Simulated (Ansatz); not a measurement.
Calculated with Ansatz (gas phase, PBE0-D4/def2-TZVP geometries, no zero-point term in ΔE). CCSD(T)/CBS adds triple-zeta CCSD(T) − MP2 to the extrapolated MP2 energy (def2 sets, frozen cores). This one scheme is used for every species. Each species was taken in one conformer, which may not be the lowest.

`CC(C)CC(C)C` + H₂O → `CC(C)CO` + `CCC`  (formal hydrolysis of a C–C bond)

`CC(C)CC(C)C`:

Cartesian coordinates in Å:
```
C -0.819 0.918 1.730
C 0.321 0.022 1.266
C 1.578 0.292 2.080
C 0.618 0.189 -0.222
C -0.529 -0.086 -1.191
C -1.079 -1.498 -1.048
C -0.074 0.168 -2.621
H -0.986 0.812 2.805
H -0.588 1.970 1.531
H -1.759 0.683 1.225
H 0.028 -1.020 1.444
H 1.402 0.134 3.148
H 1.910 1.326 1.947
H 2.399 -0.362 1.774
H 0.978 1.214 -0.388
H 1.456 -0.470 -0.487
H -1.341 0.619 -0.972
H -1.497 -1.679 -0.055
H -0.289 -2.238 -1.217
H -1.870 -1.685 -1.778
H 0.300 1.188 -2.744
H -0.892 0.022 -3.331
H 0.733 -0.518 -2.897
```

H₂O:

Z-matrix (Å, degrees):
```
O
H 1 0.960
H 1 0.960 2 105.1
```

`CC(C)CO`:

Z-matrix (Å, degrees):
```
C
C 1 1.521
H 1 1.096 2 110.8
H 1 1.093 2 112.0 3 -121.0
H 1 1.093 2 111.1 3 119.5
C 2 1.521 1 111.1 3 -62.8
C 2 1.522 1 111.5 3 59.9
H 2 1.097 1 108.4 3 177.6
H 6 1.093 2 111.5 1 -178.8
H 6 1.092 2 111.2 1 -58.5
H 6 1.095 2 110.9 1 61.1
O 7 1.411 2 114.1 1 61.4
H 7 1.093 2 109.6 1 179.6
H 7 1.102 2 109.2 1 -63.4
H 12 0.960 7 108.4 2 -67.7
```

`CCC`:

Z-matrix (Å, degrees):
```
C
C 1 1.519
H 1 1.094 2 111.1
H 1 1.094 2 111.1 3 119.5
H 1 1.093 2 111.7 3 -120.3
C 2 1.519 1 112.7 3 -59.7
H 2 1.095 1 109.5 3 178.2
H 2 1.095 1 109.5 3 62.4
H 6 1.094 2 111.0 1 59.7
H 6 1.093 2 111.7 1 -180.0
H 6 1.094 2 111.1 1 -59.7
```

```json
{"species": "`CC(C)CC(C)C`", "CCSD(T)/CBS(def2) energy (Eh)": "-276.02835"}
{"species": "H₂O", "CCSD(T)/CBS(def2) energy (Eh)": "-76.37941"}
{"species": "`CC(C)CO`", "CCSD(T)/CBS(def2) energy (Eh)": "-233.40690"}
{"species": "`CCC`", "CCSD(T)/CBS(def2) energy (Eh)": "-118.98051"}
```

**Question.** Work out ΔE.

**Answer.** ΔE = (-233.40690) + (-118.98051) − (-276.02835) − (-76.37941) = 0.02035 Eh = +53.4 kJ/mol.

Largest T1 diagnostic among the species: 0.009.

The D4 term adds +15.0 kJ/mol with B3LYP and +9.0 kJ/mol with PBE0; it sums over pairs of atoms, weighted by their polarisabilities, and B3LYP, whose exchange is more repulsive, gets the larger term. From PBE to PBE0 (25 % exact exchange), in def2-TZVPP and without D4, ΔE moves by +4.0 kJ/mol.

B3LYP here is the variant with VWN-RPA as its local correlation; programs differ in this.
